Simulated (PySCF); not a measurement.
Species: C₅H₁₀N (doublet state).
Cartesian coordinates in Å at the GFN2-xTB level; atoms count from 1:
```xyz
16
C5H10N angstrom
C      2.4405   -0.0194   -0.0610
C      1.0100   -0.3907   -0.1108
C     -0.0397    0.3881    0.5437
C     -1.1874   -0.4263    1.2062
C     -2.0912    0.0417    0.0637
N     -1.0542    0.9744   -0.3802
H      3.0719   -0.9091   -0.0644
H      2.6568    0.5697    0.8287
H      2.7353    0.5790   -0.9330
H      0.7081   -1.1634   -0.8011
H      0.3875    1.1681    1.1814
H     -1.4737   -0.0501    2.1836
H     -1.0101   -1.4971    1.2588
H     -2.3441   -0.7494   -0.6495
H     -3.0071    0.5615    0.3541
H     -0.8101    0.9320   -1.3640
```

The hyperfine couplings belong to this conformer and change with its torsions.

The species is `[C@@H]1([CH]C)CCN1` [radical].

Computed, not measured: UKS B3LYP, pcH-1 on C H N, non-relativistic, mean-field spin-orbit, GIAO (PySCF). Geometry: GFN2-xTB, one conformer, isolated molecule. Couplings are sensitive to structure, and on GFN2-xTB geometries they can be far from those on DFT ones. The SCF solution wasn't tested for stability.

(1) What is the g tensor, term by term?

(2) What are the electron Larmor frequencies g μB B/h along the three axes at 1200 mT?

(3) What effective moment and Curie constant follow for a powder?

(4) In a frozen sample, at which fields do the three g values resonate at 9.5, 34, 94 and 263 GHz (hyperfine left aside), and which band first spreads them over more than twice a line width of 0.5 mT?

Results:

(1) 
```csv
Δg (ppm),1,2,3
relativistic mass correction,-154,-154,-154
gauge correction,14,38,42
orbital Zeeman/spin–orbit,-30,273,493
total,-170,157,381
```

So g = 2.00215, 2.00248, 2.00270 and g_iso = 2.00244; the tensor is rhombic: the two nearest values differ by 41 % of g3 − g1. 

(2) 33.6271, 33.6326, 33.6363 GHz for g1, g2 and g3, a range of 9.3 MHz.

(3) With the mean of g² = 4.0098 and S(S+1) = 0.75: μ_eff = √(⟨g²⟩S(S+1)) = 1.734 μB and χT = 0.12505·⟨g²⟩·S(S+1) = 0.376 cm³ K/mol (cgs; spin-Hamiltonian part alone).

(4) 
| band | GHz | B(g3) mT | B(g2) mT | B(g1) mT | spread mT |
| --- | --- | --- | --- | --- | --- |
| X | 9.5 | 338.92 | 338.96 | 339.01 | 0.09 |
| Q | 34.0 | 1212.97 | 1213.11 | 1213.31 | 0.33 |
| W | 94.0 | 3353.52 | 3353.89 | 3354.44 | 0.92 |
| J | 263.0 | 9382.71 | 9383.76 | 9385.29 | 2.58 |

The spread grows in proportion to the frequency. J band is the first where it exceeds 1.0 mT.

The largest Mulliken spin populations are on C2 (+0.98), C1 (-0.08), C3 (-0.08) and N6 (+0.08). C2 is the only atom above +0.15. The angles at C2 add up to 359.1°, so it is planar; its axial dipolar tensor and the negative coupling of its proton fit spin in a p orbital normal to that plane.

The HOMO–LUMO gaps are 6.23 eV among the α and 4.53 eV among the β orbitals.

Hardware: Intel Xeon Platinum 8488C, one thread, no GPU, on a shared host. Cost: 40 s of wall time (grids of density and orbitals included), 0.93 GiB resident at most.
